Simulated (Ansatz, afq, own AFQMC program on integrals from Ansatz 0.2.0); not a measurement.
**AFQMC, coupled cluster and functionals along a coordinate of AlGeH2, quartet**

```json
{"atom": "Ge", "x (Å)": "0.0000", "y (Å)": "-0.0294", "z (Å)": "0.7286"}
{"atom": "Al", "x (Å)": "0.0000", "y (Å)": "0.0884", "z (Å)": "-1.8598"}
{"atom": "H", "x (Å)": "0.0000", "y (Å)": "1.2259", "z (Å)": "-0.4404"}
{"atom": "H", "x (Å)": "0.0000", "y (Å)": "-1.4716", "z (Å)": "-2.2874"}
```

The Al2–H4 distance is changed with both sides rigid. Energies in eV count from this geometry (1.618 Å) at the same level; the start stands on UHF, each point on the determinant named.

Basis cc-pVDZ. Noble-gas cores (and the filled d shells of Ga–Kr and In–Xe) are frozen. AFQMC by an in-house program on the Cholesky factors that Ansatz 0.2.0 writes for its CCSD(T) run. The CISD trial takes its coefficients from CCSD amplitudes. Released means that phaseless walkers are propagated on without the constraint, phases kept. Uncertainties: one standard error, sampling alone. No spin–orbit coupling.

Cautions, each for one point or more: inner d shell frozen; lower spins were not checked; no relativity below Rb; no spin-orbit coupling; unrestricted determinant slightly spin contaminated; unrestricted determinant spin contaminated.

```csv
r(Al2–H4) / Å,det.,T1,weight,⟨S²⟩,CCSD(T),ph-AFQMC/CISD,released AFQMC,CCSDT(Q),B3LYP,B2PLYP
1.933,UHF,0.033,0.86,3.81,0.316,0.325 ± 0.012,0.309 ± 0.017*,0.310,0.281,0.311
2.548,UHF,0.037,0.85,3.89,1.028,1.015 ± 0.014,1.014 ± 0.020*,1.018,1.007,1.028
5.363,UHF,0.037,0.85,3.84,1.140,1.120 ± 0.018,1.140 ± 0.018*,1.133,1.289,1.226
```

Weight is that of the determinant in the CISD state; at the start T1 is 0.029 and the weight 0.87, and ⟨S²⟩ is 3.78. An asterisk marks released energies that aren't shown to be converged. Largest departures from CCSDT(Q), at the points where its series has closed: CCSD(T) 0.009 eV at 2.548 (on UHF), ph-AFQMC/CISD 0.016 eV at 1.933 (on UHF) (within the noise), B3LYP 0.156 eV at 5.363, B2PLYP 0.093 eV at 5.363. Functionals count only at points shown to share the start's state and spin. In this small basis the wave-function levels are far from their limit, so their gap to the functionals isn't the functionals' error. In total energy ph-AFQMC/CISD lies 26 ± 8 meV above CCSDT(Q) at the start, so its agreement along the curve rests in part on cancellation.

Some points may be missing: those where a free walk finds a much lower state, and past Zn most of those on another determinant than at the start.

A walk keeps the symmetry of its determinant, which the program's search chose and which needn't be the lowest solution, so a lower state of the same spin and another symmetry isn't excluded.
